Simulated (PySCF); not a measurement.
Compound: C₃H₄P (charge -1).
Structure used (GFN2-xTB), in Å, numbered top down from 1:
```xyz
8
C3H4P angstrom
C     -1.4691    0.2663    0.1281
C     -0.0740   -0.1448    0.0646
C      1.1043   -0.4159   -0.0103
P      2.7291   -1.0147   -0.0528
H     -2.0890   -0.5608    0.4887
H     -1.6037    1.1145    0.8107
H     -1.8436    0.5645   -0.8593
H      3.2551    0.2002   -0.4389
```

The computed photoelectron lines, unassigned: C 1s: 283.73 (area 1), 284.21 (area 1), 287.11 (area 1) eV; P 1s: 2142.59 eV; P 2p3/2: 129.02 eV.

Computed, not measured: delta-SCF UKS SCAN, pcX-2 on the ionised atom, pcseg-1 elsewhere, spin-free X2C (PySCF). Geometry: GFN2-xTB; no solvent, vibrations or thermal averaging.

Q: Which carbon gives which C 1s line?

A: 283.73 eV: C2 (alkyne carbon); 284.21 eV: C3 (alkyne carbon); 287.11 eV: C1 (propargylic carbon). Lowest listed C 1s: C2, bonded to C (triple bond) and C. Highest, 3.38 eV above it: C1, bonded to C and 3 H. Summing the Pauling electronegativity differences to the bonded atoms, each weighted by its formal bond order, gives 0.00 for the lowest site and -1.05 for the highest; the largest sum, 0.00, belongs to C2, 3.38 eV below the top. The smallest sum, -1.05, belongs to C1, 3.38 eV above the lowest.

Bonded neighbours of each site: C1: C and 3 H; C2: C (triple bond) and C; C3: C (triple bond) and P; P4: C and H.

Q: Give the binding energy of P 2p3/2 of P4 in hartree and in kJ/mol.

A: 129.02 eV = 4.7414 Eh = 12449 kJ/mol.

Spin–orbit and ligand-field terms were added within each 2p shell after the spin-free SCF. 2p1/2 minus 2p3/2 (ligand field included): P 0.90 eV. The species carries charge -1, so core ionisation leaves a neutral species. The basis sets have no added diffuse functions.
